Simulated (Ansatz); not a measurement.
Li₃H⁻. Total charge -1; quartet. Geometry PBE0-D4/def2-TZVPD; atoms count from 1.

```xyz
4

Li   -0.8079    0.9877    1.1746
Li    1.6967   -0.3331    0.1619
Li   -0.8244   -0.4362   -1.4574
H    -0.0644   -0.2184    0.1209
```

At PBE0-D4/def2-TZVPD a doublet of charge -1 lies 0.10 eV below the quartet, each at its own geometry. The structure comes from a short search, and lower isomers may exist.

Question: Estimate the Mulliken populations from the PBE0/def2-TZVPD orbitals of Ansatz.

Answer: 
```csv
atom,charge (e),spin (α − β)
Li1,-0.09,1.00
Li2,-0.09,1.00
Li3,-0.09,1.00
H4,-0.73,0.00
```
Mulliken values and Mayer orders depend strongly on the basis. With diffuse functions, as here, like atoms can get unlike values, and bond orders can come out too low or too high.

Question: Where does the spin sit?

Answer: Summed by element: Li 3.00, H 0.00, of 3 unpaired in all. Largest on single atoms: Li1 1.00, Li3 1.00, Li2 1.00.

Question: And the Mayer bond orders between bonded heavy atoms (over 0.3)?

Answer: Li1–Li2 0.49 (3.01 Å); Li1–Li3 0.50 (2.99 Å); Li2–Li3 0.50 (3.00 Å).
